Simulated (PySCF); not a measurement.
# AlSi: bond curves at several levels of theory

One table from this session's results is given with a row withheld; the runs are named, their logs left out.

The runs use PySCF 2.14.0; Al 6-311G(d,p), Si 6-311G(d,p), no relativity.

The first run:

The job is set up so:

| Property | Result |
| --- | --- |
| atoms | Al, Si |
| charge | 0 |
| basis | Al 6-311G(d,p), Si 6-311G(d,p) |
| Hamiltonian | no relativity |
| basis functions | 52 |
| electrons treated | 27 |
| masses in u | 26.9815, 27.9769 |
| levels | PBE0, PBE, r²SCAN, revPBE, r²SCAN0, M06-2X, CAM-B3LYP, HF, MP2, SCS-MP2, CCSD, CCSD(T) |
| grid | 80 radial by 434 angular points |
| occupations | held fixed by the projection of orbital angular momentum |
| dissociation limit | Al + Si, each in its ground configuration |
| starting distance in angstrom | 2.310 |
| values of 2S to try | 1, 3 |

Run with:

```
> OMP_NUM_THREADS=1 python dia.py task.json out
```

Steps of the session up to this table: Set-up; First curve: PBE0; Higher solutions at PBE0; PBE; r²SCAN (meta-GGA); revPBE (GGA); r²SCAN0; M06-2X; CAM-B3LYP (range-separated hybrid); UHF (mean field); Correlated methods on the Hartree–Fock reference.

One of the session's tables, all rows but one given; the rest of the session is left out.

Energy (eV) from each level's lowest point:

```
R (Å)    UHF  UHF-MP2  UHF-SCS-MP2  UHF-CCSD  UHF-CCSD(T)
2.091  0.795    0.605        0.620       n/a          n/a
2.188  0.401    0.253        0.263     0.283        0.276
2.285      ?        ?            ?         ?            ?
2.358  0.064    0.010        0.013     0.017        0.015
2.431  0.013    0.000        0.000     0.000        0.000
2.504  0.000    0.027        0.024     0.021        0.023
2.601  0.028    0.104        0.097     0.092        0.098
2.723  0.113    0.245        0.233     0.226        0.235
2.869  0.258    0.451        0.431     0.422        0.435
3.063  0.483    0.748        0.715       n/a          n/a
```

**Question.** Estimate the row for R (Å) = 2.285.

Worked estimate for «UHF». A straight line through the neighbours (2.188, 0.401) and (2.358, 0.064) gives 0.401 + (0.064 − 0.401) × (2.285 − 2.188) / (2.358 − 2.188) = 0.209; a parabola fitted to 4 rows on both sides gives 0.158.

The run gave: UHF: 0.165; UHF-MP2: 0.069; UHF-SCS-MP2: 0.075; UHF-CCSD: 0.085; UHF-CCSD(T): 0.081. In «UHF» the line misses by +0.044 and the parabola by -0.007.
